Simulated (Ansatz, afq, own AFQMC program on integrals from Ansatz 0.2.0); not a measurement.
## AlNH, quartet in cc-pVQZ, levels against AFQMC with the constraint released

```xyz
3

Al    0.0000    0.0000    0.0508
N     0.0000    0.0000   -1.6818
H     0.0000    0.0000    1.6309
```

Connectivity, by distances: AlH–N.

Basis cc-pVQZ. Only valence electrons are correlated. Integrals, coupled cluster, full CI and functionals: Ansatz 0.2.0; the random walks run on the same integrals in our own AFQMC program. ph-AFQMC/CISD is guided by a CISD state made of CCSD amplitudes; releasing the constraint for a short imaginary time cuts its bias at the price of noise, slowly where states lie close. Free projection: walkers drawn from exp(T), propagated without any constraint. Its projection time is finite, and what remains of the start isn't in its error. ± is one standard error of the sampling.

Determinant: UHF, the one that the program's search chose, which needn't be the lowest solution. The geometry is a PBE0/def2-TZVP stationary point of this or a neighbouring charge and spin state.

No full CI on the walks' own integrals is used here. The released AFQMC energy serves as the reference, which it does only where one determinant dominates, the energy is flat over the last release times and near the phaseless one (40 meV or 2 meV an electron, half that with transition metals). On small molecules, where full CI could be run and the noise was under 10 meV, such values lay within 10 meV of it in 19 cases of 20, a flattering rate, since the rule was set on those same cases; what remains of the bias isn't in the error bar.

Cautions: another spin lies lower; the search met a lower determinant of the same kind, perhaps of another symmetry (58 meV lower), and this one is a saddle point; the released value is read at 2.40 1/Eh (meV from the phaseless value at times in 1/Eh: -7 ± 4 at 0.24, -10 ± 3 at 0.51, -26 ± 7 at 0.99, -41 ± 6 at 1.62, -34 ± 10 at 2.40).

```
T1 diagnostic                               : 0.0173
weight of the determinant in the CISD state : 0.898
⟨S²⟩ of the determinant                     : 3.769
size of the correlated space                : 9 electrons in 138 orbitals
```

Reference: AFQMC with the constraint released, correlation energy -6.565 ± 0.010 eV.

```
        level  E − E(reference) (kJ/mol)  share of correlation (%)
           HF                633.5 ± 0.9                      0.00
          MP2                 96.1 ± 0.9                     84.82
         CCSD                 26.5 ± 0.9                     95.82
      CCSD(T)                  3.9 ± 0.9                     99.39
  ph-AFQMC/HF                 17.0 ± 4.2                     97.32
ph-AFQMC/CISD                  3.2 ± 1.1                     99.49
   free AFQMC                 -1.3 ± 2.5                    100.20
```

Free projections are given only where their last times agree within the noise and don't stop above the reference; a slow remainder of the start can still hide under it. A walk keeps the symmetry of its determinant, which the program's search chose and which needn't be the lowest solution, so a lower state of the same spin and another symmetry isn't excluded. Released energies are given only where the last usable release times agree within the noise; a slower fall can still hide under it.
